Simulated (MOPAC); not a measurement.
MOPAC input (MNDO):

```
MNDO PRECISE GNORM=0.05 LET XYZ UHF MS=0.5 GEO-OK AUX(PRECISION=9) THREADS=1
C2H5O

C     1.14995060 1   -0.54805815 1    0.07775131 1
C     0.10013169 1    0.48549506 1    0.15382061 1
O    -1.15118388 1   -0.08480778 1   -0.21949146 1
H    -1.80250648 1    0.62027496 1   -0.28928720 1
H     0.05460212 1    0.90627730 1    1.17027120 1
H     0.34691307 1    1.32963965 1   -0.51637605 1
H     2.11023961 1   -0.38271992 1    0.54416248 1
H     0.99972909 1   -1.41963110 1   -0.54227020 1
```

Question: What heat of formation does the run end on?

Answer: -32.42 kcal/mol.
